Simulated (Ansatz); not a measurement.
Species: C2H3O2 (charge 0, doublet). It need not be the lowest isomer of its formula. 
Structure (B3LYP-D3(BJ)/def2-TZVP (Ansatz, a program for electronic structure) minimum search):
```xyz
7

C     -0.2571     0.1715    -0.0005
O      0.2583     1.2978    -0.0129
O     -1.3300    -0.3709     0.0089
C      1.0547    -0.8686     0.0036
H      1.9946    -0.3339    -0.0052
H      0.9005    -1.4416     0.9132
H      0.8930    -1.4581    -0.8941
```
Charge 0, spin multiplicity 2.

Basis-set convergence of Hartree-Fock and CCSD correlation energies (hartree) with Ansatz. Cores are frozen in the correlated levels unless marked. UHF or UKS for open shells. No spin-orbit coupling. Non-relativistic.

The T1 diagnostic of CCSD in the largest basis is 0.048, which is high, so the coupled-cluster rows are less sure than usual.

| basis | functions | E(HF) | E(corr, CCSD) |
|---|---|---|---|
| cc-pVDZ | 71 | -227.17161 | -0.63644 |
| cc-pVTZ | 162 | [?] | [?] |

### Question
Fill in the missing entries.

### Answer

- cc-pVTZ, E(HF): -227.23979
- cc-pVTZ, E(corr, CCSD): -0.78203
